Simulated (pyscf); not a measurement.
H₂B–PH₂ + H₂ → H₂B–PH₂ + H₂ (four-centre exchange; singlet surface; H–P, H–H broken, H–P, H–H formed). PySCF, gas phase, ωB97X-D3(BJ)/def2-SVP geometries. Energies in kcal/mol from the separated reactants.

```csv
level,barrier,reaction energy
ωB97X-D3(BJ)/def2-TZVP,86.2,0.0
PBE/def2-TZVP,___,0.0
B3LYP-D3(BJ)/def2-TZVP,81.3,0.0
PBE0-D3(BJ)/def2-TZVP,___,0.0
M06-2X/def2-TZVP,86.6,0.0
ωB97M-D3(BJ)/def2-TZVP,84.0,0.0
```

Task: Fill in the missing entries.

Result: 
- PBE/def2-TZVP, barrier: 72.6
- PBE0-D3(BJ)/def2-TZVP, barrier: 78.5

The functionals in the table span 14.0 kcal/mol in this barrier, from PBE to M06-2X. The same reactants have a lower exit, to PH₃ + BH₃ (barrier +10.8 kcal/mol at ωB97M-D3(BJ)/def2-TZVP, against +84.0 kcal/mol here). This is the saddle that the search found; another between the same sides may lie lower.
